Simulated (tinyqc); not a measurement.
Worked calculation: MP2 on RHF in the sto-3g basis, for H3O+, spin multiplicity 1. One step of it, computed by the program tinyqc.

Question. Orthogonalisation. S = U s U^T; symmetric (Loewdin) form X = U s^(-1/2) U^T, so that X^T S X = 1.

overlap S, lower triangle:
```
           1O 1s     1O 2s     1O 2px     1O 2py     1O 2pz     2H 1s     3H 1s     4H 1s
1O 1s   1.000000
1O 2s   0.236704  1.000000
1O 2px  0.000000  0.000000   1.000000
1O 2py  0.000000  0.000000   0.000000   1.000000
1O 2pz  0.000000  0.000000   0.000000   0.000000   1.000000
2H 1s   0.055098  0.480508   0.359859   0.000000  -0.166346  1.000000
3H 1s   0.055194  0.480994  -0.179975   0.311817  -0.166581  0.260283  1.000000
4H 1s   0.055194  0.480994  -0.179975  -0.311817  -0.166581  0.260283  0.260484  1.000000
```

Give: eigenvalues of S; X.

Answer.

eigenvalues of S: 0.3184  0.4100  0.4103  0.9178  1.0684  1.3295  1.3296  2.2161

X, lower triangle:
```
          1O 1s    1O 2s   1O 2px   1O 2py  1O 2pz    2H 1s    3H 1s   4H 1s
1O 1s    1.0251
1O 2s   -0.1517   1.3415
1O 2px   0.0000  -0.0002   1.1160
1O 2py   0.0000   0.0000   0.0000   1.1162
1O 2pz   0.0098  -0.1084   0.0001   0.0000  1.0368
2H 1s    0.0201  -0.2766  -0.2716   0.0000  0.0941   1.2254
3H 1s    0.0201  -0.2771   0.1359  -0.2355  0.0944  -0.0869   1.2259
4H 1s    0.0201  -0.2771   0.1359   0.2355  0.0944  -0.0869  -0.0870  1.2259
```
